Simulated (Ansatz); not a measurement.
Two shapes of singlet HF₂(-).

Shape 1:

```xyz
3

F     0.0259    0.0405   -1.1300
H    -0.0131    0.0189    0.0444
F    -0.0387   -0.0116    1.1733
```

Shape 2:

```xyz
3

F     0.0000    0.0000   -1.2354
H     0.0000    0.0000    0.0000
F     0.0000    0.0000    1.2354
```

Basis set: 6-31G* (spherical functions). Correlated methods keep 2 orbitals frozen. Charge -1, multiplicity 1.

Computed with Ansatz (development build ahead of 0.2.0); each method stands on the lowest determinant of its kind that the runs found.

Q: Which shape is lower in energy, and by how much in each method?

A:

```
 method  E(2) − E(1) (eV)
    RHF             0.265
RHF-MP2             0.153
```

Shape 1 is lower. Caution: no diffuse functions for an anion; stretched shape with no unrestricted run beside it, a lower state can exist. Caution for RHF-MP2: bonds are stretched, where a single reference can fail.
